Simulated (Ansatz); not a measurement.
**H2F, doublet: from triple and quadruple zeta to the limit**

```yaml
atoms:
  - { symbol: H, position_ang: [0.0000, 0.0000, -1.0070] }
  - { symbol: H, position_ang: [0.0000, 0.0000, -0.1220] }
  - { symbol: F, position_ang: [0.0000, 0.0000, 1.1290] }
```

Ansatz 0.2.0, UHF determinant, valence electrons correlated. Energies in eV.

```tsv
set	X	functions	Hartree–Fock	MP2 correlation	CCSD(T) correlation	time
def2-TZVPP	3	59	-2735.0365	-7.1014	-7.8398	8 s on 1 × NVIDIA H100 80GB HBM3 with 1 thread of AMD EPYC 7R13 Processor (Zen 3), on a shared host
def2-QZVPP	4	117	-2735.1651	-7.7932	-8.5341	14 s on 1 × NVIDIA H100 80GB HBM3 with 1 thread of AMD EPYC 7R13 Processor (Zen 3), on a shared host
```

Hartree–Fock is taken to follow E(X) = E∞ + A·exp(−7.88·√X), correlation E(X) = E∞ + B·X^−2.97.

Q: Work out the CCSD(T) energy at the limit, and how far the shortcut misses it that extrapolates MP2 and adds CCSD(T) minus MP2 from the smaller set.

A: Hartree–Fock: E∞ = E4 + 0.1377·(E4 − E3) = -2735.1828. Correlation: E∞ = E4 + 0.7407·(E4 − E3) = -9.0484 for CCSD(T) and -8.3057 for MP2. The limit is -2744.2312 eV, 0.532 eV below def2-QZVPP. The shortcut gives a correlation energy of -8.3057 + (-0.7384) = -9.0442, 4 meV higher than the direct value.
